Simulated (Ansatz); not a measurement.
**Si₂N (doublet): wave-function methods side by side, def2-QZVPP**

An exercise on one series of results from a longer session: the logs are not shown, and one member is left open.

The runs use Ansatz 0.2.0, Gaussian basis; def2-QZVPP, core rule «outside noble gas», up to 11 orbitals frozen.

Plan: UHF; ROHF; CCSD(T) on UHF.

## What is computed

The geometry is a PBE0/def2-TZVP stationary point (not a proven minimum) of the parent state, kept for this charge and spin.

3 atoms, charge 0, spin multiplicity 2.

Atoms are counted from 1 here; the program's logs count them from 0.

Bond lengths: Si1–N2 1.661 Å, N2–Si3 1.597 Å. Angles: Si1–N2–Si3 180.0°.

Set-up of the first run:

The input, in.yaml:

```yaml
crystal:
  periodic: [false, false, false]
  atoms:
    - {symbol: Si, position_ang: [0.000000, 0.000000, 1.639800]}
    - {symbol: N, position_ang: [0.000000, 0.000000, -0.021300]}
    - {symbol: Si, position_ang: [0.000000, 0.000000, -1.618500]}
basis:
  gaussian: {orbitals: "def2-QZVPP.json"}
magnetization: {spin_polarized: true, initial_magnetization: 1}
hamiltonian: {xc: hf}
output: {orbitals: {seedname: orbitals}}
```

Launch:

```bash
$ ansatz run in.yaml --threads 1 --pin off --events-out ev --progress --plain --max-ram 2560MiB --backend cpu
```

Steps of the session up to this table: UHF; ROHF; CCSD(T) on UHF.

One of the session's tables, all rows but one given; the rest of the session is left out.

| method | from UCCSD(T) (meV) |
| --- | --- |
| ROHF | +12052.4 |
| UHF | +11763.4 |
| UMP2 | +1339.7 |
| UCCSD | ? |
| UCCSD(T) | 0 |

**Question.** Estimate the row for UCCSD.

**Answer.** from UCCSD(T) (meV): +686.5. In the column «from UCCSD(T) (meV)» it lies between UCCSD(T) (0) and UMP2 (+1339.7).
